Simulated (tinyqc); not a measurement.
Inside a calculation. Method: UKS/LDA (PW92) in the sto-3g basis, for BH, spin multiplicity 3. One step of it, computed by the program tinyqc.

Question. Iteration 18 (converged): orbitals. Diagonalise F' = X^T F X, C = X C', fill 4 alpha and 2 beta electrons from the bottom; D(s) = C_occ C_occ^T. Each column has its largest component positive (the first on a tie).

converged F(alpha) (hartree), order 1B 1s, 1B 2s, 1B 2px, 1B 2py, 1B 2pz, 2H 1s:
```
[[-6.090036, -1.876202, 0.000000, 0.000000, 0.001855, -0.037102],
 [-1.876202, -0.775864, 0.000000, 0.000000, 0.009061, -0.070101],
 [0.000000, 0.000000, 0.018148, -0.001686, 0.000000, 0.000000],
 [0.000000, 0.000000, -0.001686, 0.019593, 0.000000, 0.000000],
 [0.001855, 0.009061, 0.000000, 0.000000, 0.016041, -0.071490],
 [-0.037102, -0.070101, 0.000000, 0.000000, -0.071490, -0.167206]]
```

converged F(beta) (hartree), order 1B 1s, 1B 2s, 1B 2px, 1B 2py, 1B 2pz, 2H 1s:
```
[[-6.071417, -1.862507, 0.000000, 0.000000, -0.001904, -0.036903],
 [-1.862507, -0.714078, 0.000000, 0.000000, -0.013960, -0.064615],
 [0.000000, 0.000000, 0.096792, 0.022354, 0.000000, 0.000000],
 [0.000000, 0.000000, 0.022354, 0.077650, 0.000000, 0.000000],
 [-0.001904, -0.013960, 0.000000, 0.000000, 0.064845, -0.063140],
 [-0.036903, -0.064615, 0.000000, 0.000000, -0.063140, -0.008722]]
```

X, order 1B 1s, 1B 2s, 1B 2px, 1B 2py, 1B 2pz, 2H 1s:
```
[[-0.758851, 0.327111, 0.000000, 0.000000, -0.290232, 0.558299],
 [0.825448, -0.143985, 0.000000, 0.000000, -0.146470, 0.605368],
 [0.000000, 0.000000, 0.977228, 0.212194, 0.000000, 0.000000],
 [0.000000, 0.000000, -0.212194, 0.977228, 0.000000, 0.000000],
 [0.167832, 0.737979, 0.000000, 0.000000, 0.655680, 0.130539],
 [-0.352426, -0.690143, 0.000000, 0.000000, 0.594122, 0.277909]]
```

Give: F' = X^T F X; orbital energies; coefficients C; F' = X^T F X; orbital energies; coefficients C; D(alpha) after iteration 18; D(beta) after iteration 18.

Answer.

F' = X^T F X (alpha) (hartree):
```
[[-1.674, 0.906, 0.000, 0.000, -0.982, 2.222],
 [0.906, -0.487, 0.000, 0.000, 0.633, -1.192],
 [0.000, 0.000, 0.019, -0.002, 0.000, 0.000],
 [0.000, 0.000, -0.002, 0.019, 0.000, 0.000],
 [-0.982, 0.633, 0.000, 0.000, -0.774, 1.466],
 [2.222, -1.192, 0.000, 0.000, 1.466, -3.502]]
```

orbital energies (alpha) (hartree): [-6.100, -0.234, -0.152, 0.017, 0.021, 0.049]

coefficients C (alpha), order 1B 1s, 1B 2s, 1B 2px, 1B 2py, 1B 2pz, 2H 1s:
```
[[0.987, -0.268, 0.175, 0.000, 0.000, -0.039],
 [0.044, 0.855, -0.581, 0.000, 0.000, 0.136],
 [0.000, 0.000, 0.000, 0.835, -0.550, 0.000],
 [0.000, 0.000, 0.000, 0.550, 0.835, 0.000],
 [0.000, 0.046, 0.270, 0.000, 0.000, 0.972],
 [-0.003, 0.480, 0.804, 0.000, 0.000, -0.393]]
```

F' = X^T F X (beta) (hartree):
```
[[-1.627, 0.926, 0.000, 0.000, -1.023, 2.226],
 [0.926, -0.388, 0.000, 0.000, 0.596, -1.231],
 [0.000, 0.000, 0.087, 0.024, 0.000, 0.000],
 [0.000, 0.000, 0.024, 0.088, 0.000, 0.000],
 [-1.023, 0.596, 0.000, 0.000, -0.682, 1.479],
 [2.226, -1.231, 0.000, 0.000, 1.479, -3.453]]
```

orbital energies (beta) (hartree): [-6.081, -0.166, -0.021, 0.063, 0.112, 0.118]

coefficients C (beta), order 1B 1s, 1B 2s, 1B 2px, 1B 2py, 1B 2pz, 2H 1s:
```
[[0.988, -0.300, 0.110, 0.000, 0.000, -0.030],
 [0.042, 0.968, -0.373, 0.000, 0.000, 0.110],
 [0.000, 0.000, 0.000, -0.551, 0.835, 0.000],
 [0.000, 0.000, 0.000, 0.835, 0.551, 0.000],
 [0.001, 0.100, 0.481, 0.000, 0.000, 0.882],
 [-0.003, 0.253, 0.771, 0.000, 0.000, -0.610]]
```

D(alpha) after iteration 18, order 1B 1s, 1B 2s, 1B 2px, 1B 2py, 1B 2pz, 2H 1s:
```
[[1.077, -0.288, 0.000, 0.000, 0.035, 0.009],
 [-0.288, 1.071, 0.000, 0.000, -0.117, -0.057],
 [0.000, 0.000, 0.697, 0.460, 0.000, 0.000],
 [0.000, 0.000, 0.460, 0.303, 0.000, 0.000],
 [0.035, -0.117, 0.000, 0.000, 0.075, 0.239],
 [0.009, -0.057, 0.000, 0.000, 0.239, 0.877]]
```

D(beta) after iteration 18, order 1B 1s, 1B 2s, 1B 2px, 1B 2py, 1B 2pz, 2H 1s:
```
[[1.066, -0.249, 0.000, 0.000, -0.029, -0.079],
 [-0.249, 0.939, 0.000, 0.000, 0.097, 0.245],
 [0.000, 0.000, 0.000, 0.000, 0.000, 0.000],
 [0.000, 0.000, 0.000, 0.000, 0.000, 0.000],
 [-0.029, 0.097, 0.000, 0.000, 0.010, 0.025],
 [-0.079, 0.245, 0.000, 0.000, 0.025, 0.064]]
```
